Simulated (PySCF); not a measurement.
SMILES CC/C=C(/C)Cl, C5H9Cl

Cartesian coordinates in Å; atom numbers follow the order of the lines, from 1:
```xyz
15

C    -2.4606    0.0266    0.1860
C    -1.4329    0.2325   -0.9215
C    -0.0422   -0.0884   -0.4860
C     1.0349    0.7023   -0.5317
C     2.4076    0.3398   -0.0775
Cl    0.9306    2.3278   -1.1726
H    -2.4530   -1.0115    0.5554
H    -2.2538    0.6859    1.0431
H    -3.4779    0.2455   -0.1722
H    -1.4690    1.2689   -1.2894
H    -1.6914   -0.4123   -1.7816
H     0.1253   -1.0876   -0.0642
H     2.4209   -0.6801    0.3318
H     3.1230    0.3957   -0.9135
H     2.7590    1.0388    0.6979
```

Method used: PySCF, quadratic response CAM-B3LYP/def2-TZVPD first hyperpolarisability, Taylor convention, gas phase. Geometry: PBE0-D3(BJ)/def2-SVP.

(1) Give the tensor of the second harmonic β(−2ω;ω,ω) at 1907 nm in the axes of these coordinates.

## Answers

(1) In au, Taylor convention; rows are the first index (the induced dipole):
|  | xx | yy | zz | xy | xz | yz |
| --- | --- | --- | --- | --- | --- | --- |
| x | +13.3 | +1.1 | +7.5 | -5.8 | +6.8 | -3.4 |
| y | -6.0 | +37.5 | +1.5 | +0.6 | -3.3 | -26.2 |
| z | +6.9 | -26.1 | -12.2 | -3.2 | +7.1 | +1.3 |

Norm of βᵢ = ⅓ Σⱼ (βᵢⱼⱼ + βⱼᵢⱼ + βⱼⱼᵢ): 50.3 au, hyper-Rayleigh value 24.5 au.
